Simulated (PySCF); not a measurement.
Compound: C3H7O (charge -1).
Atom-mapped SMILES: `[CH3:1][CH2:2][CH2:3][O-:4]` (hydrogens: H5, H6, H7 on C1; H8, H9 on C2; H10, H11 on C3)

The geometry is computed with GFN2-xTB (gas phase).

(1) Give the optimised bond lengths and angles.

## Answers

(1) 
```csv
bond,length (Å),order
C1–C2,1.521,single
C2–C3,1.580,single
C3–O4,1.297,single
"C1–H5, C1–H6, C1–H7",1.092,single
"C2–H8, C2–H9",1.094,single
"C3–H10, C3–H11",1.160,single
```

Bonds in one row agree within 0.01 Å and their mean is given. Orders are formal, as drawn. A selection of angles:
```csv
angle,degrees
C2–C1–H5,110.2
C2–C1–H7,111.8
H5–C1–H6,107.9
C1–C2–C3,113.4
C1–C2–H8,110.0
C3–C2–H8,107.8
H8–C2–H9,107.6
C2–C3–O4,115.5
C2–C3–H10,104.0
O4–C3–H10,114.6
H10–C3–H11,102.7
```

Torsions: C1–C2–C3–O4 180° (antiperiplanar).

Of the pairs four or more bonds apart, H5···H10 is among the closest relative to their van der Waals radii: 2.49 Å, 104 % of the sum of Bondi's values. The 2 C–C bonds span 1.521 Å (C1–C2, drawn single) to 1.580 Å (C2–C3, drawn single), a spread of 0.059 Å. The 4 heavy atoms lie in one plane (0.001 Å rms).

Point group: Cs (every atom within 0.08 Å of its image). No GFN2-xTB frequencies stand behind this structure, so it isn't proved a minimum.

One conformer stands for the species.
